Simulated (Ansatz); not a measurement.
**Molecular dynamics of C2H6Si**

Input file:

```yaml
crystal:
  periodic: [false, false, false]
  atoms:
    - { symbol: C, position_ang: [-0.655669, 1.175075, -0.980332] }
    - { symbol: Si, position_ang: [0.875746, -0.022025, -0.77715] }
    - { symbol: C, position_ang: [0.308822, -1.037352, 0.758475] }
    - { symbol: H, position_ang: [-1.509883, 0.517484, -1.02606] }
    - { symbol: H, position_ang: [-0.571356, 1.835029, -1.928292] }
    - { symbol: H, position_ang: [-0.779941, 1.667807, 0.047687] }
    - { symbol: H, position_ang: [-0.753934, -0.797914, 0.996047] }
    - { symbol: H, position_ang: [0.663663, -2.083213, 0.932439] }
    - { symbol: H, position_ang: [0.867399, -0.519718, 1.533034] }
basis:
  gaussian: { orbitals: def2-SVP }
hamiltonian:
  xc: b3lyp
  dispersion: d4
md:
  timestep: 0.5
  n_steps: 150
  ensemble: nvt_langevin
  temperature: 400.0
  initial_velocities: maxwell_boltzmann
  seed: 386286
  friction: 0.01
scf:
  lower_state_search: "off"
```

Run as:

```bash
$ ansatz run input.yaml --threads 1 --pin off --max-ram 2048MiB --backend cpu --events-out ev --progress --plain --runs-dir out
```

It goes on from the last frame of an earlier run, with new velocities.

Output, in part (step lines, the closing report, with atoms numbered from 0):

```
md step     0: t =     0.00 fs  T =   355.6 K  F+E_penalty+E_count = -10044.62929739 eV  E_kin = 0.413632 eV  (13 SCF iters)
[... lines left out ...]
Total energy: -10044.65587707 eV, -369.1342949700 hartree
Atom 0 at    -0.721135     0.859919    -0.945170 Å, force    -0.631844     0.531204    -1.453471 eV/Å
Atom 1 at     0.974878    -0.106327    -0.869711 Å, force    -0.071842     0.086277     0.096568 eV/Å
Atom 2 at     0.443244    -1.299373     0.573315 Å, force     0.608717     0.803751     0.691550 eV/Å
Atom 3 at    -1.507816     0.143809    -0.620997 Å, force    -0.092107     0.221789    -0.441305 eV/Å
Atom 4 at    -1.006212     1.363663    -1.997955 Å, force     0.668485    -1.157241     2.126337 eV/Å
Atom 5 at    -0.810318     1.670636    -0.191154 Å, force     0.326881     0.028495    -0.091591 eV/Å
Atom 6 at     0.459750    -0.671068     1.542488 Å, force    -0.343681    -0.731486    -1.078836 eV/Å
Atom 7 at    -0.573295    -1.582900     0.299280 Å, force    -0.549375    -0.175296     0.418082 eV/Å
Atom 8 at     1.022198    -2.222591     0.787035 Å, force     0.084765     0.392508    -0.267333 eV/Å
Dipole moment:    -0.197725    -0.013004     0.150493 e Å
```

The steps, from the saved trajectory:

| time (fs) | T (K) | potential energy less start (eV) |
| --- | --- | --- |
| 0.0 | 356 | 0.000 |
| 2.5 | 500 | -0.111 |
| 5.0 | 462 | -0.117 |
| 7.5 | 330 | -0.009 |
| 10.0 | 252 | 0.058 |
| 12.5 | 412 | -0.074 |
| 15.0 | 404 | -0.031 |
| 17.5 | 382 | -0.008 |
| 20.0 | 278 | 0.101 |
| 22.5 | 317 | 0.004 |
| 25.0 | 402 | -0.069 |
| 27.5 | 442 | -0.112 |
| 30.0 | 267 | 0.053 |
| 32.5 | 287 | 0.073 |
| 35.0 | 348 | 0.022 |
| 37.5 | 503 | -0.139 |
| 40.0 | 403 | -0.055 |
| 42.5 | 278 | 0.077 |
| 45.0 | 291 | 0.022 |
| 47.5 | 362 | -0.062 |
| 50.0 | 535 | -0.235 |
| 52.5 | 492 | -0.090 |
| 55.0 | 453 | 0.014 |
| 57.5 | 393 | 0.118 |
| 60.0 | 604 | -0.091 |
| 62.5 | 595 | -0.081 |
| 65.0 | 535 | -0.052 |
| 67.5 | 494 | 0.002 |
| 70.0 | 357 | 0.129 |
| 72.5 | 472 | 0.034 |
| 75.0 | 535 | -0.026 |

The run went to its last step. The mean temperature of the second half is 14 % above the set value. A run of 0.075 ps of so small a system gives no equilibrium averages.

The same pairs are bonded in the first frame and the last. Pairs count as bonded within 1.25 times the sum of covalent radii (0.12 Å more for H–H).

Last frame:

```xyz
9
Properties=species:S:1:pos:R:3
C -0.721 0.860 -0.945
Si 0.975 -0.106 -0.870
C 0.443 -1.299 0.573
H -1.508 0.144 -0.621
H -1.006 1.364 -1.998
H -0.810 1.671 -0.191
H 0.460 -0.671 1.542
H -0.573 -1.583 0.299
H 1.022 -2.223 0.787
```

Run time: 3.1 min on 1 thread of Intel(R) Xeon(R) Platinum 8488C (Sapphire Rapids), on a shared host, peak memory 0.14 GiB.
